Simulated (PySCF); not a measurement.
Ethene, C2H4.
SMILES: `C=C`

Computed, not measured: PySCF, TDDFT CAM-B3LYP/def2-SVPD, vertical, gas phase, core orbitals frozen in the response. Isolated species at its GFN2-xTB geometry, gas phase.

| state | E (eV) | E (hartree) | f | main configurations (H = HOMO, L = LUMO) |
| --- | --- | --- | --- | --- |
| S1 | 7.72 | 0.2838 | 0.072 | H→L+1 (98%) |
| S2 | 7.91 | 0.2906 | 0.374 | H→L (97%) |
| S3 | 8.18 | 0.3005 | 0.0000 | H-1→L (98%) |
| S4 | 8.51 | 0.3128 | 0.0000 | H→L+2 (99%) |
| S5 | 9.12 | 0.3353 | 0.0000 | H→L+3 (98%) |
| S6 | 9.82 | 0.3609 | 0.0000 | H-2→L (98%) |
| S7 | 9.84 | 0.3615 | 0.0000 | H-1→L+1 (98%) |
| S8 | 10.26 | 0.3771 | 0.058 | H→L+4 (98%) |

Triplets (Tamm–Dancoff): T1 4.54 eV, H→L (97%); T2 7.56 eV, H→L+1 (98%); T3 7.62 eV, H-1→L (98%).

The lowest singlet comes at 161 nm (745 kJ/mol) in the vacuum ultraviolet; it is of moderate strength; its leading configuration is HOMO→LUMO+1 (98%). The strongest level in the table is S2 at 7.91 eV (157 nm, f = 0.374). Löwdin shares by element: HOMO carbon 83%, hydrogen 8% or more; LUMO carbon 75%, hydrogen 13% or more. The listed states span 2.54 eV, and the widest gap between neighbours is 0.70 eV (S5 to S6). Of the 8 states listed, 3 reach f = 0.01 and 5 stay under 0.0005. The oscillator strengths of these states sum to 0.504; summed over the whole spectrum of an exact calculation they would give the number of electrons, 16 (Thomas–Reiche–Kuhn). No computed singlet lies in the visible range (380 to 750 nm); the lowest, at 161 nm, stands 4.46 eV above its violet end (3.26 eV). The window holds the lowest 8 singlets.
